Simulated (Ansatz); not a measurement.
A run of Ansatz (development build ahead of 0.2.0) on singlet C₅H₁₂ at this shape:

```xyz
17

C     0.0378    0.0142   -0.0295
C     0.9086    0.8508    0.8636
C     0.8961   -0.8508   -0.9204
C    -0.8573    0.9007   -0.9259
C    -0.9100   -0.9128    0.8504
H     0.2535    1.4736    1.5392
H     1.4760    0.2843    1.5085
H     1.5138    1.5367    0.2139
H     0.2497   -1.5061   -1.4714
H     1.5094   -0.2800   -1.5637
H     1.5334   -1.5585   -0.2866
H    -1.4922    0.2496   -1.5597
H    -1.5057    1.4854   -0.2252
H    -0.2122    1.5111   -1.5303
H    -1.4944   -1.5015    0.3005
H    -0.2789   -1.5041    1.5627
H    -1.5174   -0.2109    1.5107
```

Its results:

```json
{"Converged": "yes", "Reference energy": "-196.32226 hartree", "Correlation energy": "-0.73943 hartree", "Total energy": "-197.06169 hartree", "Spin squared of the determinant": "0.000"}
```

Which input gives this output? Name the method, the orbitals and the basis set, and write the input.

RHF-MP2 in cc-pVDZ. An unrestricted run that stays on the closed shell gives the same numbers.

```yaml
crystal:
  periodic: [false, false, false]
  atoms:
    - { symbol: C, position_ang: [0.03777, 0.0142, -0.02952] }
    - { symbol: C, position_ang: [0.90861, 0.8508, 0.8636] }
    - { symbol: C, position_ang: [0.89605, -0.85075, -0.92042] }
    - { symbol: C, position_ang: [-0.85726, 0.90069, -0.92588] }
    - { symbol: C, position_ang: [-0.90999, -0.91281, 0.85035] }
    - { symbol: H, position_ang: [0.25347, 1.47356, 1.53917] }
    - { symbol: H, position_ang: [1.47603, 0.28434, 1.50852] }
    - { symbol: H, position_ang: [1.51377, 1.53665, 0.21386] }
    - { symbol: H, position_ang: [0.2497, -1.50607, -1.47143] }
    - { symbol: H, position_ang: [1.5094, -0.27997, -1.56366] }
    - { symbol: H, position_ang: [1.53341, -1.55854, -0.28655] }
    - { symbol: H, position_ang: [-1.49216, 0.24956, -1.55969] }
    - { symbol: H, position_ang: [-1.50567, 1.48542, -0.22523] }
    - { symbol: H, position_ang: [-0.21222, 1.51114, -1.53032] }
    - { symbol: H, position_ang: [-1.4944, -1.50148, 0.30047] }
    - { symbol: H, position_ang: [-0.27891, -1.50407, 1.56269] }
    - { symbol: H, position_ang: [-1.5174, -0.21091, 1.51068] }
basis:
  gaussian: { orbitals: cc-pVDZ }
hamiltonian:
  xc: hf
correlation:
  method: mp2
  frozen_orbitals: { C: 1, H: 0 }
```
